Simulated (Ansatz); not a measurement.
Geometry optimisation, UKS PBE-D4/6-31G in Ansatz 0.2.0.

Input:

```yaml
crystal:
  periodic: [false, false, false]
  atoms:
    - { symbol: H, position_ang: [-0.626675, -0.94247, 0.690655] }
    - { symbol: S, position_ang: [0.545474, -1.568072, 1.059012] }
    - { symbol: C, position_ang: [1.699187, -0.16768, 0.471938] }
    - { symbol: C, position_ang: [-1.859891, 0.473494, -0.748706] }
    - { symbol: F, position_ang: [-0.915342, 1.486615, -0.915989] }
    - { symbol: H, position_ang: [1.985202, 0.454093, 1.330626] }
    - { symbol: H, position_ang: [1.181484, 0.439434, -0.280783] }
    - { symbol: H, position_ang: [2.585017, -0.647198, 0.035696] }
    - { symbol: H, position_ang: [-1.911517, -0.248571, -1.563087] }
    - { symbol: H, position_ang: [-2.683038, 0.720356, -0.079461] }
magnetization:
  spin_polarized: true
  initial_magnetization: 1
basis:
  gaussian: { orbitals: "6-31G" }
hamiltonian:
  xc: pbe
  dispersion: d4
relax:
  f_tol: 0.03
  max_steps: 50
```

Command:

```bash
$ ansatz run input.yaml --threads 1 --pin off --max-ram 2048MiB --backend cpu --events-out ev --progress --plain --runs-dir out
```

Q: Where does it end, and by what steps?

A: The run converged. The force dipped under the threshold on the way, but the program's further checks kept it going. Limits of this set-up: no polarisation functions. After 20 steps the energy has fallen by 1.147 eV; H1 moved furthest, 1.01 Å. Parted: H1–S2. Joined: H1–C4.

| step | energy less start (eV) | largest force component (eV/Å) | accepted |
| --- | --- | --- | --- |
| 0 | 0.0000 | 0.454 | yes |
| 1 | -0.0176 | 0.406 | yes |
| 2 | -0.0556 | 0.228 | yes |
| 3 | -0.1217 | 0.476 | yes |
| 4 | -0.2139 | 0.675 | yes |
| 5 | -0.3547 | 1.000 | yes |
| 6 | -0.5623 | 1.225 | yes |
| 7 | -0.8179 | 1.551 | yes |
| 8 | -0.6002 | 4.610 | no |
| 9 | -1.0284 | 0.723 | yes |
| 10 | -1.0676 | 0.717 | yes |
| 11 | -1.1152 | 0.393 | yes |
| 12 | -1.1400 | 0.159 | yes |
| 13 | -1.1431 | 0.096 | yes |
| 14 | -1.1424 | 0.177 | no |
| 15 | -1.1447 | 0.030 | yes |
| 16 | -1.1455 | 0.041 | yes |
| 17 | -1.1461 | 0.027 | yes |
| 18 | -1.1467 | 0.046 | yes |
| 19 | -1.1469 | 0.033 | yes |
| 20 | -1.1471 | 0.018 | yes |

```xyz
10
Properties=species:S:1:pos:R:3
H -1.366 -0.467 0.186
S 1.002 -1.817 0.923
C 1.792 -0.165 0.545
C -1.771 0.253 -0.544
F -0.665 1.012 -1.105
H 1.860 0.426 1.473
H 1.106 0.368 -0.142
H 2.781 -0.291 0.083
H -2.279 -0.276 -1.366
H -2.461 0.957 -0.053
```

The run took 87 s on 1 thread of Arm Neoverse V1, on a shared host, peak memory 0.15 GiB.
